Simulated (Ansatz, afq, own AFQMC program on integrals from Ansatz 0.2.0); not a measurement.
Where AFQMC and coupled cluster stand for CH2Al, quartet

| atom | x (Å) | y (Å) | z (Å) |
| --- | --- | --- | --- |
| Al | 0.0000 | -0.0744 | 0.6134 |
| C | 0.0000 | 0.0101 | -1.3080 |
| H | 0.0000 | 1.3217 | 1.4205 |
| H | 0.0000 | 0.5490 | -2.2537 |

Connectivity, by distances: AlH–CH.

Basis cc-pVDZ. Only valence electrons are correlated. Ansatz 0.2.0 and our own AFQMC program on the same integrals; the CISD trial comes from CCSD amplitudes, and released means the phaseless constraint is let go. Free AFQMC starts from the CCSD state and is never constrained. Its projection time is finite, and what remains of the start isn't in its error. Error bars are statistical, one sigma.

Determinant: UHF, the one that the program's search chose, which needn't be the lowest solution. The geometry is a point of a scan.

No full CI on the walks' own integrals is used here; CCSDT(Q) serves as the reference and is uncertain by about the last step of the cluster series.

Cautions: lower spins were not checked; the ph-AFQMC/CISD walk drifts between its halves (2.5 errors).

```
T1 diagnostic                               : 0.0176
weight of the determinant in the CISD state : 0.910
⟨S²⟩ of the determinant                     : 3.772
size of the correlated space                : 9 electrons in 36 orbitals
```

Reference: CCSDT(Q), correlation energy -4.506 eV. The released energy is read at 2.40 1/Eh (meV from the phaseless value at times in 1/Eh: -5 ± 9 at 0.24, -6 ± 8 at 0.51, -12 ± 8 at 0.99, 5 ± 7 at 1.62, 8 ± 8 at 2.40).

```json
{"level": "HF", "E − E(reference) (mEh)": "165.60", "share of correlation (%)": "0.00"}
{"level": "MP2", "E − E(reference) (mEh)": "35.58", "share of correlation (%)": "78.52"}
{"level": "CCSD", "E − E(reference) (mEh)": "4.74", "share of correlation (%)": "97.14"}
{"level": "CCSD(T)", "E − E(reference) (mEh)": "1.14", "share of correlation (%)": "99.31"}
{"level": "CCSDT", "E − E(reference) (mEh)": "0.20", "share of correlation (%)": "99.88"}
{"level": "ph-AFQMC/HF", "E − E(reference) (mEh)": "0.48 ± 0.98", "share of correlation (%)": "99.71"}
{"level": "ph-AFQMC/CISD", "E − E(reference) (mEh)": "-0.04 ± 0.24", "share of correlation (%)": "100.02"}
{"level": "released AFQMC", "E − E(reference) (mEh)": "0.24 ± 0.28", "share of correlation (%)": "99.86"}
{"level": "free AFQMC", "E − E(reference) (mEh)": "0.00 ± 0.46", "share of correlation (%)": "100.00"}
```

Free projections are given only where their last times agree within the noise and don't stop above the reference; a slow remainder of the start can still hide under it. A walk keeps the symmetry of its determinant, which the program's search chose and which needn't be the lowest solution, so a lower state of the same spin and another symmetry isn't excluded. Released energies are given only where the last usable release times agree within the noise; a slower fall can still hide under it.
